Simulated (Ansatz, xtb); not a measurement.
Species: silicon monoxide, SiO (charge 0, singlet). SMILES: [O+]#[Si-]
Coordinates optimised at B3LYP-D3(BJ)/def2-TZVP (Ansatz, an electronic-structure program):
```
Si
O 1 1.5131
```
Charge 0, spin multiplicity 1.

Harmonic wavenumbers from GFN2-xTB (xtb, at its own minimum), cm⁻¹: 1378.

Task: Give the harmonic wavenumbers at B3LYP-D3(BJ)/def2-TZVP (Ansatz, finite differences of forces, unscaled).

Result: 1256 cm⁻¹. Zero-point energy 1.8 kcal/mol.

Task: From these and the geometry, give the ideal-gas thermochemistry at 298.15 K and 1 atm (rigid rotor, harmonic oscillator).

Result: Point group C∞v, rotational symmetry number 1. Rotational constants 21.66, 21.66 GHz. S(trans) 37.28, S(rot) 13.23, S(vib) 0.03, S(elec, spin only) 0.00, S 50.5 cal/(mol K). H(298) - H(0) 2.08 kcal/mol; G - E(el) -11.2 kcal/mol. Tabulated S at 1 bar: 50.6 cal/(mol K) (CRC Handbook, as tabulated in the package chemicals).
